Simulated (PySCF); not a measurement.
Two structures of SiH₅F, singlet, reached by relaxing down either side of one saddle point (PBE0-D4/def2-TZVP). Energies are electronic, without zero-point energy. Program: PySCF 2.14 with density fitting (its default auxiliary sets; JK sets also for MP2 and CCSD(T)). Basis: def2-TZVPP and def2-QZVPP. Cores are frozen in the correlated methods. Extrapolation: Hartree–Fock as exp(−7.88 √X), correlation as X^−2.97. First:

```json
{"atom": "Si1", "x (Å)": "-0.5695", "y (Å)": "-1.0198", "z (Å)": "0.1462"}
{"atom": "F2", "x (Å)": "0.9423", "y (Å)": "-0.6341", "z (Å)": "0.5066"}
{"atom": "H3", "x (Å)": "-0.5437", "y (Å)": "-2.1265", "z (Å)": "-0.8391"}
{"atom": "H4", "x (Å)": "-1.2299", "y (Å)": "0.1761", "z (Å)": "-0.4265"}
{"atom": "H5", "x (Å)": "-1.2496", "y (Å)": "-1.4468", "z (Å)": "1.3914"}
{"atom": "H6", "x (Å)": "1.3861", "y (Å)": "1.9646", "z (Å)": "-0.1744"}
{"atom": "H7", "x (Å)": "1.1547", "y (Å)": "2.6184", "z (Å)": "-0.4505"}
```

Second:

```xyz
7
angstrom
Si -0.8684 0.0509 -0.2810
F 2.4163 -0.4466 0.8914
H -0.5598 -1.1022 -1.1585
H -1.9465 0.8810 -0.8692
H -1.2459 -0.4097 1.0757
H 1.8078 0.1430 0.5195
H 0.3500 0.9099 -0.1736
```

Task: Which bonds change from the first to the second?

Result: SiH₃F ([F][SiH3]) + H₂ → SiH₄ + HF; bonds formed: Si1–H7, F2–H6; bonds broken: Si1–F2, H6–H7.

Task: Give the saddle point's structure and its height above each. (To be estimated.)

Result: By the calculation: 59.63 kcal/mol above the first and 35.38 kcal/mol above the second (CCSD(T) at an estimated basis limit (MP2 extrapolated from triple and quadruple zeta, plus CCSD(T) − MP2 in triple zeta)).
```
7
angstrom
Si -0.4070 -0.2136 -0.0614
F 1.4127 -0.4277 0.5698
H -0.1677 -1.2832 -1.0512
H -1.5262 0.5867 -0.6526
H -0.8942 -0.5726 1.2857
H 1.1340 0.6705 0.1482
H 0.4484 1.2397 -0.2385
```

No T1 diagnostic of these runs exceeds 0.014.

Labels in which every atom is bracketed show which atoms are joined, not bond orders.

For scale, one of the runs: CCSD(T)/def2-TZVPP, 143 basis functions, launched by `OMP_NUM_THREADS=4 python run.py`. The run took 38 s on 4 CPU threads of an INTEL XEON PLATINUM 8581C (shared host), with 0.79 GiB of host memory at its peak.
